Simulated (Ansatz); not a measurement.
# Scan of [GeH₃···H···N], quartet

Starting geometry:

```xyz
6

Ge   -0.5040    0.0000    0.0000
H    -1.0155    1.4466    0.0000
H    -1.0155   -0.7233    1.2528
H    -1.0155   -0.7233   -1.2528
H     1.0303    0.0000    0.0000
N     2.7590    0.0000    0.0000
```

From there H5 is moved from one fragment to the other while all else, the fragments' distance too, stays fixed, so the hump isn't the reaction's barrier; atoms are numbered as listed. Energies are in kJ/mol, counted from the starting geometry at the same level.

Basis cc-pVDZ; Ansatz 0.2.0. Only valence electrons are correlated (noble-gas cores and the filled d shells of p-block atoms frozen). Prefix R: restricted or restricted open-shell reference; prefix U: unrestricted. No spin–orbit coupling is included, and no scalar relativity.

Full CI isn't at hand for all of this; UCCSDT(Q) serves as the reference, and is uncertain by about the last step of the cluster series. The frozen core follows each run's orbitals, which can shift R against U totals by a few meV for light atoms and by up to 0.1 eV past Ca.

| distance Ge1-H5 (Å) | RCCSD |
| --- | --- |
| 1.427 | 4.5 |
| 1.534 | 0.0 |
| 1.633 | 13.1 |
| 1.731 | 33.5 |
| 1.829 | 52.1 |
| 1.928 | 59.9 |
| 2.026 | 53.0 |
| 2.125 | 39.6 |
| 2.223 | 35.8 |

**Question.** Estimate the UCCSDT(Q) curve in cc-pVDZ from this one, knowing how RCCSD errs.

**Answer.** The computed UCCSDT(Q) values, in kJ/mol from the starting point, and the error of RCCSD against them:
```json
{"distance Ge1-H5 (Å)": "1.427", "UCCSDT(Q)": "5.3", "RCCSD less UCCSDT(Q)": "-0.8"}
{"distance Ge1-H5 (Å)": "1.534", "UCCSDT(Q)": "0.0", "RCCSD less UCCSDT(Q)": "0.0"}
{"distance Ge1-H5 (Å)": "1.633", "UCCSDT(Q)": "12.0", "RCCSD less UCCSDT(Q)": "1.1"}
{"distance Ge1-H5 (Å)": "1.731", "UCCSDT(Q)": "30.8", "RCCSD less UCCSDT(Q)": "2.7"}
{"distance Ge1-H5 (Å)": "1.829", "UCCSDT(Q)": "47.5", "RCCSD less UCCSDT(Q)": "4.5"}
{"distance Ge1-H5 (Å)": "1.928", "UCCSDT(Q)": "54.1", "RCCSD less UCCSDT(Q)": "5.8"}
{"distance Ge1-H5 (Å)": "2.026", "UCCSDT(Q)": "47.8", "RCCSD less UCCSDT(Q)": "5.2"}
{"distance Ge1-H5 (Å)": "2.125", "UCCSDT(Q)": "35.8", "RCCSD less UCCSDT(Q)": "3.7"}
{"distance Ge1-H5 (Å)": "2.223", "UCCSDT(Q)": "33.4", "RCCSD less UCCSDT(Q)": "2.4"}
```

The error spans 6.7 kJ/mol and is largest, 5.8 kJ/mol, at 1.928 Å.
